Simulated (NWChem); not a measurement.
Basis-set convergence for C2H3F

```xyz
6

C      1.1815    -0.1871     0.0000
C     -0.1259    -0.4075     0.0000
F     -1.0213     0.5743     0.0000
H      1.5823     0.8287     0.0000
H      1.8700    -1.0325     0.0000
H     -0.5944    -1.3973     0.0000
```
Charge 0, spin multiplicity 1.

Program: NWChem. Structure: optimised with PBE0/def2-SVP, a minimum by its harmonic frequencies.

Quantity: vertical ionisation energy at the level ΔPBE (Δ: difference of total energies, the cation a doublet at the parent's geometry with its hole in an orbital of symmetry a" (Cs labels); it is the state that the SCF runs reached, from PBE0 orbitals for Hartree-Fock references, and need not be the lowest).

The Pople sets run with spherical d functions. The structure started from a generated list of species. The stability of the SCF solutions was not checked.

The cost column gives rough processor time relative to STO-3G; each entry includes its own SCF.

```tsv
basis	functions	vertical ionisation energy (eV)	relative cost
STO-3G	18	?	1
6-31G*	48	10.03	under 3
6-31+G*	60	10.31	under 3
6-311G**	72	?	under 3
def2-SVPD	87	10.41	4
aug-pcseg-1	96	?	5
pcseg-2	132	10.35	8
def2-TZVPP	135	10.31	10
def2-TZVPD	141	10.34	10
aug-cc-pVTZ	207	10.34	100
```

Question: Some entries are withheld; supply them.

Answer: 
- STO-3G, vertical ionisation energy (eV): 8.25
- 6-311G**, vertical ionisation energy (eV): 10.26
- aug-pcseg-1, vertical ionisation energy (eV): 10.37
